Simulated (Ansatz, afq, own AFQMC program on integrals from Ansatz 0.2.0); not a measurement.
# Where AFQMC and coupled cluster stand for HBr, singlet

```xyz
2

Br    0.0000    0.0000    0.0000
H     0.0000    0.0000    1.7150
```

Basis cc-pVDZ. Only valence electrons are correlated. Ansatz 0.2.0 and our own AFQMC program on the same integrals; the CISD trial comes from CCSD amplitudes, and released means the phaseless constraint is let go. ± is one standard error of the sampling. No spin–orbit coupling.

Determinant: RHF, the one that the program's search chose, which needn't be the lowest solution. The geometry is a point of a scan.

Full CI on the same integrals is exact in this basis and with this determinant's frozen core.

Cautions: no relativity below Rb; no spin-orbit coupling; inner d shell frozen.

The T1 diagnostic is 0.0078, the weight of the determinant in the CISD state is 0.924 and the size of the correlated space is 8 electrons in 18 orbitals.

```tsv
level	correlation energy (eV)
MP2	-3.4955
CCSD	-3.9738
CCSD(T)	-4.0418
```

(1) Estimate where full CI lies against CCSD(T) on the same integrals.

(1) 1.6 kJ/mol below CCSD(T).

Reference: full CI, correlation energy -4.058 eV. The released energy is read at 2.40 1/Eh (meV from the phaseless value at times in 1/Eh: -1.4 ± 1.4 at 0.24, -3.4 ± 1.6 at 0.51, -4.5 ± 1.3 at 0.99, -4.6 ± 0.9 at 1.62, -4.2 ± 1.3 at 2.40).

```tsv
level	E − E(reference) (kJ/mol)	share of correlation (%)
CCSD(T)	1.6	99.59
CCSDT	0.8	99.80
CCSDT(Q)	0.1	99.98
CCSDTQ	0.0	99.99
ph-AFQMC/CISD	0.5 ± 0.1	99.87
released AFQMC	0.1 ± 0.1	99.97
```

CCSDT and higher add their correlation energy to the determinant of the CCSD(T) run, since their own runs factorise the integrals more tightly (a shift of under 2 meV). A walk keeps the symmetry of its determinant, which the program's search chose and which needn't be the lowest solution, so a lower state of the same spin and another symmetry isn't excluded. Released energies are given only where the last usable release times agree within the noise; a slower fall can still hide under it.
